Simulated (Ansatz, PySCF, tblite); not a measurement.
Bond stretch in CN, doublet. Each curve is given relative to its own lowest point near equilibrium.

```json
[
 {"R / Å": "0.86", "A": "363.6", "B": "375.4", "C": "405.4"},
 {"R / Å": "0.93", "A": "171.6", "B": "172.9", "C": "204.5"},
 {"R / Å": "0.99", "A": "76.3", "B": "73.9", "C": "100.2"},
 {"R / Å": "1.04", "A": "30.9", "B": "27.7", "C": "47.1"},
 {"R / Å": "1.08", "A": "11.0", "B": "8.1", "C": "21.0"},
 {"R / Å": "1.12", "A": "1.7", "B": "0.0", "C": "6.1"},
 {"R / Å": "1.16", "A": "0.0", "B": "0.7", "C": "0.0"},
 {"R / Å": "1.19", "A": "2.3", "B": "5.7", "C": "0.0"},
 {"R / Å": "1.22", "A": "6.7", "B": "13.7", "C": "3.1"}
]
```

Energies in mEh.

Assign the columns to these levels of theory: GFN2-xTB, 300 K electronic temperature (tblite); UHF/cc-pVTZ (PySCF); unrestricted PBE/cc-pVTZ run with Ansatz (a first-principles code).

A is UHF; B is GFN2-xTB; C is UKS-PBE.

The scan ran from 0.86 to 4.65 Å; beyond the distances shown one of the unrestricted levels run for this scan, shown here or not, changes its spin distribution in one step. The unrestricted determinant behind UHF is spin-contaminated at 1.08 to 1.22 Å (<S²> up to 1.4, against 0.75 for a pure doublet).
